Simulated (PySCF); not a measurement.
Relaxation of doublet CCl₃

Computed with UPBE0/[C def2-TZVP, Cl def2-TZVP], no relativity, density fitting, PySCF. A (50,194) grid was used.

A hand-made trigonal planar start, of D3h symmetry, held to at least that symmetry:

```xyz
4
charge 0 multiplicity 2, angstrom
C     0.0000    0.0000    0.0000
Cl    1.7400    0.0000    0.0000
Cl   -0.8700    1.5069    0.0000
Cl   -0.8700   -1.5069    0.0000
```

What does it relax to?

It ends at D3h with C–Cl 1.687 Å (×3); Cl–C–Cl 120.0° (×3). A frequency run shows 1 imaginary mode, down to 257i cm⁻¹, so it is a saddle point. Other isomers or separated fragments may lie lower.

How much energy is released, and in how many steps?

12.0 kJ/mol in 3 steps.
